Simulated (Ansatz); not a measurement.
# Elastic constant C44 of zinc-blende GaN (metastable phase) at several levels of theory

No measured value is used here.

| level (code) | value (GPa) | cell (Å³/atom) |
|---|---|---|
| PBE (Ansatz) | 145 | 11.76 |
| PBE-D3(BJ) (Ansatz) | 149 | 11.53 |
| r²SCAN (Ansatz) | 161 | 11.37 |
| HSE06 (Ansatz) | 164 | 11.37 |

PBE-D3(BJ): the dispersion coefficients are held fixed in the derivatives. Each level is taken at its own relaxed cell. Cutoffs and k meshes differ between the levels. Ansatz's density-functional and Hartree–Fock values are scalar-relativistic unless marked +SOC, with PAW data made under PBE.

Ansatz is a first-principles code.
